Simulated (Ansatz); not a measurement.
Working through a composite energy at a relaxed geometry of AlB (charge -1)

Program: Ansatz's Python interface.

The cells in order, each with its output:

In [1]:
```python
import itertools

import ansatz
from ase.data import atomic_numbers, covalent_radii
import numpy as np
```

In [2]:
```python
GEOMETRY = """
Al    0.00000    0.00000    0.00000
B     0.00000    0.00000    2.11000
"""

geometry = ansatz.Crystal.molecule()
for line in GEOMETRY.strip().splitlines():
    symbol, *xyz = line.split()
    geometry = geometry.atom(symbol, [float(v) for v in xyz])
```

In [3]:
```python
setup = (
    geometry.calculation()
    .basis(gaussian="def2-SVP")
    .functional("b3lyp")
    .charge(-1)
    .spin("collinear", total=3)
    .accuracy("medium")
    .scf(lower_state_search="off")
)
symbols = [site.symbol for site in geometry.cartesian_sites]
start = np.array([site.position_ang for site in geometry.cartesian_sites], dtype=float)
r = setup.relax(force_tolerance=0.01).run().report
end = np.array(r["positions_ang"])
# pairs closer than 1.2 times the sum of covalent radii, before or after
radius = [covalent_radii[atomic_numbers[s]] for s in symbols]
span = lambda where, i, j: np.linalg.norm(where[i] - where[j])
bonded = [(i, j) for i, j in itertools.combinations(range(len(symbols)), 2) if min(span(start, i, j), span(end, i, j)) < 1.2 * (radius[i] + radius[j])]
print("pair        before    after (A)")
for i, j in bonded:
    print(f"{symbols[i]}{i}-{symbols[j]}{j}".ljust(10), f"{span(start, i, j):8.4f} {span(end, i, j):8.4f}")
```
```text
pair        before    after (A)
Al0-B1       2.1100   2.0736
```

In [4]:
```python
minimum = ansatz.Crystal.molecule()
for symbol, place in zip(symbols, end):
    minimum = minimum.atom(symbol, place.tolist())
at_minimum = minimum.calculation().charge(-1).spin("collinear", total=3)
# MP2 extrapolated to the basis limit, plus the small-basis difference CCSD(T) - MP2
level = lambda method, basis: at_minimum.basis(gaussian=basis).correlation(method).run().report
small, large, cluster = level("mp2", "cc-pVDZ"), level("mp2", "cc-pVTZ"), level("ccsd_t", "cc-pVDZ")
corr = lambda each: (each["free_energy_ev"] - each["reference_energy_ev"]) / 27.211386246
mp2_limit = (27 * corr(large) - 8 * corr(small)) / 19
pieces = {"HF / cc-pVTZ": large["reference_energy_ev"] / 27.211386246, "MP2 correlation, DZ-TZ limit": mp2_limit, "CCSD(T) - MP2 / cc-pVDZ": corr(cluster) - corr(small)}
for name, value in pieces.items():
    print(f"{name:32s} {value:14.6f} Ha")
print(f"{'sum':32s} {sum(pieces.values()):14.6f} Ha")
print("T1 diagnostic", round(cluster["correlation"]["coupled_cluster"]["t1_diagnostic"], 4))
```
```text
HF / cc-pVTZ                        -266.489369 Ha
MP2 correlation, DZ-TZ limit          -0.133571 Ha
CCSD(T) - MP2 / cc-pVDZ               -0.037915 Ha
sum                                 -266.660856 Ha
T1 diagnostic 0.0521
```

What to keep in mind:
- The settings weren't tested for convergence.
- The sum leaves out core correlation, relativity, the Hartree-Fock basis error and zero-point energy; a DZ-TZ extrapolation is rough.
- The run takes the species as open-shell (spin multiplicity 4), which needn't be its ground state.
- b3lyp holds the VWN-RPA fit, as in Gaussian; the form of ORCA and Turbomole is b3lyp5.
- Inner cores stay frozen, so this is valence correlation.
- For Al to Cl the sets with a tight d function, cc-pV(X+d)Z, are usual.
- The spin state was assumed, and another may lie lower.
- An extrapolation from small basis sets is rough.
- Anions want diffuse functions, which this basis lacks.
- Hardware and time: 6.6 s on 1 thread of Intel(R) Xeon(R) Platinum 8259CL CPU @ 2.50GHz (Skylake/Cascade Lake), with other jobs on the host, peak memory 0.18 GiB.
